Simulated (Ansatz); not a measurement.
**BHO (singlet): the correlation ladder at distance B1–O2 = 2.574 Å, 6-31G**

The task here is to estimate one member of a computed series from the others.

Program: Ansatz 0.2.0, Gaussian basis. Level of theory: 6-31G, core rule «outside noble gas», up to 2 orbitals frozen. These are calculated values, not measurements.

The runs, in order: UHF; CCSD(T) on RHF; CCSD(T) on UHF; BCCD(T) on RHF; CISD; CCSDT(Q) on RHF; CCSDT(Q) on UHF; CCSDTQ on RHF; CASSCF and MRCISD+Q, 2 electrons in 2 orbitals; CASSCF and NEVPT2, 2 electrons in 2 orbitals; CASSCF and MRCISD+Q, 10 electrons in 9 orbitals; CASSCF and MRCISD+Q(relaxed), 10 electrons in 9 orbitals; CASSCF and NEVPT2, 10 electrons in 9 orbitals; Full CI.

22 further runs of the same task are left out: 8 for a known fault of the program, 8 that didn't finish, 6 set aside as unsound or not needed.

**The system**

The geometry derives from a PBE0/def2-TZVP stationary point (not a proven minimum). One bond is set to the value named and the two fragments are kept rigid.

3 atoms, charge 0, spin multiplicity 1.

Atoms are counted from 1 here; the program's logs count them from 0.

Bond lengths: B1–H3 1.173 Å.

As a file:

```xyz
3

B     0.0000    0.0000    0.4671
O     0.0000    0.0000   -2.1069
H     0.0000    0.0000    1.6398
```

The first run:

in.yaml reads:

```yaml
crystal:
  periodic: [false, false, false]
  atoms:
    - {symbol: B, position_ang: [0.000000, 0.000000, 0.467098]}
    - {symbol: O, position_ang: [0.000000, 0.000000, -2.106902]}
    - {symbol: H, position_ang: [0.000000, 0.000000, 1.639805]}
basis:
  gaussian: {orbitals: 6-31G}
magnetization: {spin_polarized: true, initial_magnetization: 0}
hamiltonian: {xc: hf}
output: {orbitals: {seedname: orbitals}}
```

Run with:

```sh
ansatz run in.yaml --threads 1 --pin off --events-out ev --progress --plain --max-ram 2393MiB
```

Steps of the session up to this table: UHF; CCSD(T) on RHF; CCSD(T) on UHF; BCCD(T) on RHF; CISD; CCSDT(Q) on RHF; CCSDT(Q) on UHF; CCSDTQ on RHF; CASSCF and MRCISD+Q, 2 electrons in 2 orbitals; CASSCF and NEVPT2, 2 electrons in 2 orbitals; CASSCF and MRCISD+Q, 10 electrons in 9 orbitals; CASSCF and MRCISD+Q(relaxed), 10 electrons in 9 orbitals; CASSCF and NEVPT2, 10 electrons in 9 orbitals; Full CI.

One of the session's tables, all rows but one given; the rest of the session is left out.

| method | from FCI (meV) |
| --- | --- |
| RHF | +5690.9 |
| RMP2 | +2510.6 |
| CISD | +1624.8 |
| CASSCF pair | +5182.3 |
| NEVPT2 pair | +2445.0 |
| CASSCF valence | ? |
| NEVPT2 valence | +619.4 |
| MRCISD valence | +93.7 |
| MRCISD+Q valence | +31.2 |
| MRCISD+Q(relaxed) valence | +5.3 |
| FCI | 0 |

**Question.** Estimate the row for CASSCF valence.

The run gave: from FCI (meV): +2166.1. In the column «from FCI (meV)» it lies between CISD (+1624.8) and NEVPT2 pair (+2445.0).

Not comparable, so not listed: CASSCF and MRCISD+Q, 2 electrons in 2 orbitals (they don't share determinant, frozen orbitals or solution with the rows shown, or repeat one).

Limits of these values: Left out of the table: UHF, UMP2, RCCSD, UCCSD, RCCSD(T), UCCSD(T), BCCD(T), RCCSDT, UCCSDT, RCCSDT(Q), UCCSDT(Q), RCCSDTQ (another determinant or state than the rows shown). Warnings in the runs' records: passed over end.
